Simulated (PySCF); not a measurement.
# Na₂ and its ions

PBE0; PySCF, spin-free X2C with a Gaussian nucleus, basis sets Na x2c-SVPall. Neutral (UKS): singlet (closed shell), Re = 3.122 Å, ωe = 160 cm⁻¹, De = 0.71 eV, HOMO -3.56 eV, LUMO -1.29 eV.

Na₂⁺ (UKS): doublet (σ ↑), Re = 3.694 Å, ωe = 107 cm⁻¹, De = 1.04 eV to Na⁺ + Na. The energies at the minima are -324.67231 hartree for Na2 and -324.49251 for Na₂⁺.

Q: Work out the adiabatic ionisation energy, without and with harmonic zero-point energies (1 hartree = 27.2114 eV, 1 eV = 8065.5 cm⁻¹), and the change of the bond length.

A: At PBE0: 0.17980 hartree = 4.893 eV between the minima; the zero-point term (107.0 − 160.0)/2 cm⁻¹ = -0.003 eV makes it 4.889 eV. Re changes by +57.2 pm against the neutral. Minus the HOMO energy is 3.56 eV, -1.33 eV from the value between the minima; self-interaction puts the Kohn–Sham level too high, less so with exact exchange. The electron leaves a σ orbital, and the longer bond of the ion fits a bonding orbital, or a change in how ionic the bond is.

Closed-shell solutions of metal pairs were not tested for spin polarisation, which can lower them a little. States were picked by a PBE0 search and need not be the measured ground states.
